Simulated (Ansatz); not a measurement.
# Al₂H₂+ (quartet): wave-function methods side by side, 6-31G

How much of the correlation energy of Al₂H₂+ (quartet) does each wave-function method recover here?

Method: 6-31G, core rule «outside noble gas», up to 10 orbitals frozen; program: Ansatz 0.2.0, Gaussian basis.

To be run: UHF; CCSD(T) on ROHF; CCSD(T) on UHF; BCCD(T) on ROHF; CISD; CCSDT(Q) on ROHF; CCSDT(Q) on UHF; CISDTQ; CCSDTQ on ROHF; CCSDTQ on UHF; CASSCF and MRCISD+Q, 7 electrons in 10 orbitals; CASSCF and NEVPT4(SD), 7 electrons in 10 orbitals; CASSCF and NEVPT2, 7 electrons in 10 orbitals; Full CI.

18 further runs of the same task are left out: 9 that didn't finish, 9 set aside as unsound or not needed.

### 1 The system

The geometry is a PBE0/def2-TZVP stationary point (not a proven minimum) of the parent state, kept for this charge and spin.

4 atoms, charge 1, spin multiplicity 4.

Atoms are counted from 1 here; the program's logs count them from 0.

Bond lengths: Al1–Al2 2.300 Å, Al1–H3 1.575 Å, Al2–H4 1.575 Å. Angles: Al2–Al1–H3 180.0°, Al1–Al2–H4 180.0°.

### 2 UHF

File in.yaml:

```yaml
crystal:
  periodic: [false, false, false]
  atoms:
    - {symbol: Al, position_ang: [0.000000, 0.000000, 1.150006]}
    - {symbol: Al, position_ang: [0.000000, 0.000000, -1.150006]}
    - {symbol: H, position_ang: [0.000000, 0.000000, 2.724549]}
    - {symbol: H, position_ang: [0.000000, 0.000000, -2.724549]}
basis:
  gaussian: {orbitals: 6-31G}
total_charge: 1
magnetization: {spin_polarized: true, initial_magnetization: 3}
hamiltonian: {xc: hf}
output: {orbitals: {seedname: orbitals}}
```

Command:

```sh
> ansatz run in.yaml --threads 1 --pin off --events-out ev --progress --plain --max-ram 2393MiB
```

The runs that follow: CCSD(T) on ROHF; CCSD(T) on UHF; BCCD(T) on ROHF; CISD; CCSDT(Q) on ROHF; CCSDT(Q) on UHF; CISDTQ; CCSDTQ on ROHF; CCSDTQ on UHF; CASSCF and MRCISD+Q, 7 electrons in 10 orbitals; CASSCF and NEVPT4(SD), 7 electrons in 10 orbitals; CASSCF and NEVPT2, 7 electrons in 10 orbitals; Full CI.

**Question.** What will the summary of the whole plan be? Wanted: FCI below the RHF energy; RMP2 from FCI; UMP2 from FCI; RCCSD from FCI; RCCSD(T) from FCI; UCCSD(T) from FCI; RCCSDT(Q) from FCI; UCCSDT(Q) from FCI; NEVPT2 valence from FCI.

The runs gave:

| quantity | value |
| --- | --- |
| FCI below the RHF energy | -2.3650 eV |
| RMP2 from FCI | +21.70 kcal/mol |
| UMP2 from FCI | +21.39 kcal/mol |
| RCCSD from FCI | +2.82 kcal/mol |
| RCCSD(T) from FCI | +1.05 kcal/mol |
| UCCSD(T) from FCI | +1.05 kcal/mol |
| RCCSDT(Q) from FCI | 0.00 kcal/mol |
| UCCSDT(Q) from FCI | -0.01 kcal/mol |
| NEVPT2 valence from FCI | +2.42 kcal/mol |
| NEVPT4(SD) valence from FCI | +0.35 kcal/mol |
| MRCISD+Q valence from FCI | +0.08 kcal/mol |
| levels within 1 kcal/mol (43 meV) | RCCSDT, UCCSDT, CISDTQ, RCCSDT(Q), UCCSDT(Q), RCCSDTQ, UCCSDTQ, NEVPT4(SD) valence, MRCISD valence, MRCISD+Q valence |
| T1 diagnostic | 0.049 |
| effectively unpaired electrons | 3.08 |

What this shows: RCCSD(T) lands +1.05 kcal/mol from the yardstick (1.9 % of the correlation energy). The occupations are near whole numbers, but T1 = 0.049 shows that the orbitals relax strongly. Of the multireference levels listed MRCISD+Q valence comes nearest in total energy (+0.08 kcal/mol), which doesn't show that its space is the better one. These misses are within one basis, not against nature; the frozen cores of restricted and unrestricted runs differ, which can shift their rows.
